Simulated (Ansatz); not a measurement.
Input for Ansatz (development build ahead of 0.2.0):

```yaml
crystal:
  periodic: [false, false, false]
  atoms:
    - { symbol: "N", position_ang: [0.0, 0.0, 0.0] }
    - { symbol: O, position_ang: [0.0, 0.0, 1.71] }
basis:
  gaussian: { orbitals: def2-SVP }
magnetization:
  spin_polarized: true
  initial_magnetization: 1
hamiltonian:
  xc: hf
correlation:
  method: mp2
  frozen_orbitals: { "N": 1, O: 1 }
output:
  forces: true
```

The input is written out in the form of the current development build from the run's settings.

Results

```yaml
Converged: yes
Reference_energy: -129.03863 hartree
Correlation_energy: -0.20350 hartree
Total_energy: -129.24213 hartree
Spin_squared_of_the_determinant: 2.258
Stability_test: minimum
```

Forces (eV/Å):
```csv
atom,Fx,Fy,Fz
N1,0.000,0.000,4.202
O2,0.000,0.000,-4.202
```

Caution: bonds are stretched, where a single reference can fail; the unrestricted determinant is a mixture of spin states; forces differ strongly between restricted and unrestricted references.
